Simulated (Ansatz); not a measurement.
Geometry optimisation, RKS CAM-B3LYP/def2-SVP (Ansatz 0.2.0).

The input (input.yaml):

```yaml
crystal:
  periodic: [false, false, false]
  atoms:
    - { symbol: Si, position_ang: [0.153333, 0.0, 0.108559] }
    - { symbol: H, position_ang: [0.489285, 0.0, 1.521335] }
    - { symbol: H, position_ang: [1.597308, 0.0, -0.045467] }
    - { symbol: H, position_ang: [-0.516613, 1.234373, -0.365264] }
    - { symbol: H, position_ang: [-0.516613, -1.234373, -0.365264] }
basis:
  gaussian: { orbitals: def2-SVP }
hamiltonian:
  xc: cam_b3lyp
relax:
  f_tol: 0.03
  max_steps: 50
```

Command:

```bash
$ ansatz run input.yaml --threads 1 --pin off --max-ram 2048MiB --backend cpu --events-out ev --progress --plain --runs-dir out
```

Question: Where does it end, and by what steps?

Answer: The run converged. After 3 steps the energy has fallen by 0.462 eV; H2 moved furthest, 0.28 Å.

| step | energy less start (eV) | largest force component (eV/Å) | accepted |
| --- | --- | --- | --- |
| 0 | 0.0000 | 1.419 | yes |
| 1 | -0.4133 | 0.440 | yes |
| 2 | -0.4608 | 0.092 | yes |
| 3 | -0.4617 | 0.004 | yes |

```xyz
5
Properties=species:S:1:pos:R:3
Si 0.241 0.000 0.171
H 0.241 0.000 1.658
H 1.644 0.000 -0.325
H -0.460 1.214 -0.325
H -0.460 -1.214 -0.325
```

Time of the run: 2.5 s on 1 thread of Intel(R) Xeon(R) Platinum 8488C (Sapphire Rapids), on a shared host, peak memory 0.11 GiB.
